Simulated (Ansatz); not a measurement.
# B2H5N: the cost of one run

Program: Ansatz 0.2.0, Gaussian basis. Level of theory: single points in def2-TZVPP. These are calculated values, not measurements.

Correlated methods freeze the cores.

1 further run of the same task is left out (it didn't finish).

### 1 Starting geometry

8 atoms, charge 0, spin multiplicity 1.

Atoms are counted from 1 here; the program's logs count them from 0.

Bond lengths: B1–B2 1.659 Å, B1–H4 1.217 Å, B1–H5 1.205 Å, B2–N3 1.389 Å, B2–H6 1.224 Å, N3–H7 1.037 Å, N3–H8 1.016 Å. Angles: B2–B1–H4 125.4°, B2–B1–H5 122.2°, H4–B1–H5 112.1°, B1–B2–N3 124.8°, B1–B2–H6 112.1°, N3–B2–H6 123.0°, B2–N3–H7 120.9°, B2–N3–H8 136.6°, H7–N3–H8 101.9°.

As a file:

```tsv
atom	x (Å)	y (Å)	z (Å)
B1	-0.97618	0.65021	-0.75007
B2	0.40216	0.31448	0.11046
N3	0.69319	-0.91148	0.69563
H4	-1.12298	0.46921	-1.94506
H5	-1.99933	0.99466	-0.21413
H6	1.15889	1.27486	0.16235
H7	1.60198	-1.07414	1.16877
H8	0.28414	-1.84192	0.70173
```

### 2 PBE-D4/def2-TZVPP

File run/in.yaml:

```yaml
crystal:
  periodic: [false, false, false]
  atoms:
    - {symbol: B, position_ang: [-0.976184, 0.650212, -0.750074]}
    - {symbol: B, position_ang: [0.402162, 0.314479, 0.110463]}
    - {symbol: N, position_ang: [0.693188, -0.911478, 0.695630]}
    - {symbol: H, position_ang: [-1.122975, 0.469212, -1.945058]}
    - {symbol: H, position_ang: [-1.999334, 0.994659, -0.214131]}
    - {symbol: H, position_ang: [1.158894, 1.274855, 0.162346]}
    - {symbol: H, position_ang: [1.601979, -1.074143, 1.168774]}
    - {symbol: H, position_ang: [0.284139, -1.841919, 0.701728]}
basis:
  gaussian: {orbitals: def2-TZVPP}
hamiltonian: {xc: pbe, dispersion: d4}
output: {forces: true}
```

Command:

```bash
ansatz run in.yaml --threads 2 --pin off --events-out ev --progress --plain --max-ram 3481MiB
```

What time and memory should one allow on 2 threads of Arm Neoverse V2, shared host?

About 1.2 s, with a peak of 0.13 GiB.
